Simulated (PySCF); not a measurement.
Input of a run (PBE0-D3(BJ)/def2-SVP geometry optimisation, gas phase (PySCF 2.14.0)), started from GFN2-xTB:
```
{"job": {"xc": "PBE0", "basis": "def2-SVP", "d3": "d3bj", "grid": 1, "kind": "geom"}, "charge": -1, "multiplicity": 1}
B     -0.808541    -0.053584    -0.028692
P      1.105730    -0.166379    -0.572938
H     -1.349708     0.668637    -0.837582
H     -0.870726     0.393300     1.093540
H     -1.246923    -1.181788    -0.093891
H      1.536985     1.083743    -0.159264
H      1.636517    -0.739024     0.571749
```

Output (energies in Eh, forces in Eh/bohr):
```
step   0  E = -368.92553256  max force = 0.025170
step   1  E = -368.92921875  max force = 0.006068
step   2  E = -368.92945010  max force = 0.001293
step   3  E = -368.92946424  max force = 0.000261
optimisation converged
```

Problem. Summarise the run.

Solution. The energy falls by 0.107 eV over 4 energy and gradient evaluations, the largest force component goes from 0.0252 to 2.6e-04 Eh/bohr, and the atoms move by 0.059 Å rms after alignment. Among the bonds, P2–H6 and P2–H7 change most and about equally (+0.055 Å). Bonds longer at the end by more than 0.005 Å: 6 of 6; shorter: 0. Among the angles that change most is P2–B1–H4, from 108.9° to 113.0°. The energy never rose by more than 1e-6 Eh on the way. The first step brought 94 % of the lowering.

Problem. What are the final bond lengths?

Solution. B1–P2 2.001 Å, B1–H3 1.242 Å, B1–H4 1.239 Å, B1–H5 1.242 Å, P2–H6 1.441 Å, P2–H7 1.441 Å. Numbering counts from 1 in the input's order; the species is `[BH3-]P`.

The run used 57 basis functions and 23 SCF cycles in all.

No frequency check.
